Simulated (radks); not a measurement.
**N²⁻ held by a Watson sphere**

The task here is to estimate one member of a computed series from the others.

Method: scalar-relativistic Kohn-Sham, PBEsol, spin-polarised, spherical densities, finite nucleus; open shells are filled with parallel spins first. Code: radks (a radial shooting solver on a logarithmic mesh, Libxc functionals) version 1.

## The atom as given

| Item | Value |
| --- | --- |
| element | nitrogen (Z = 7) |
| charge | -2 |
| electrons | 9 |
| configuration | [He] 2s2 2p5 |
| nuclear rms radius | 2.5582 fm |

The outer shells:

N²⁻
```
[He] core
2s [↑↓]
2p [↑↓][↑↓][↑ ]
```

The first run:

The run's settings:

```text
Z 7
configuration [He] 2s2 2p5
relativity scalar-relativistic
functional pbe_sol,pbe_sol
spin polarised
nucleus finite rms 2.5582 fm
c 137.035999084
watson charge 2.89 radius 1.93 bohr
response adiabatic LDA kernel
```

Steps of the session up to this table: R = 1.93 bohr; R = 2.02 bohr; R = 2.27 bohr; R = 2.51 bohr; R = 2.59 bohr; R = 2.95 bohr; R = 3.14 bohr; R = 3.63 bohr; R = 3.76 bohr.

One table of the session follows, with a row left open; its other results are not shown here.

| R (bohr) | highest level (eV) | its <r> (bohr) | sum of <r²> (bohr²) | α (bohr³) |
| --- | --- | --- | --- | --- |
| 1.93 | -16.315 | 1.584 | 20.17 | 10.00 |
| 2.02 | -15.753 | 1.615 | 20.89 | 10.95 |
| 2.27 | -14.308 | 1.698 | 22.86 | 14.00 |
| 2.51 | -13.071 | 1.775 | 24.73 | 17.61 |
| 2.59 | ? | ? | ? | ? |
| 2.95 | -11.146 | 1.913 | 28.14 | 26.45 |
| 3.14 | -10.435 | 1.973 | 29.62 | 31.38 |
| 3.63 | -8.882 | 2.132 | 33.55 | 48.26 |
| 3.76 | -8.528 | 2.177 | 34.63 | 53.99 |

Q: Estimate the row for R (bohr) = 2.59 from the others.

Worked estimate for «highest level (eV)». A straight line through the neighbours (2.51, -13.071) and (2.95, -11.146) gives -13.071 + (-11.146 + 13.071) × (2.59 − 2.51) / (2.95 − 2.51) = -12.721; a parabola fitted to 4 rows on both sides gives -12.692.

The run gave: highest level (eV): -12.689; its <r> (bohr): 1.800; sum of <r²> (bohr²): 25.35; α (bohr³): 18.99. In «highest level (eV)» the line misses by -0.032 and the parabola by -0.003.

From R = 1.93 to 3.76 bohr the top level moves from -16.315 to -8.528 eV and its mean radius from 1.58 to 2.18 bohr. A wider sphere makes a shallower well, so the ion swells.
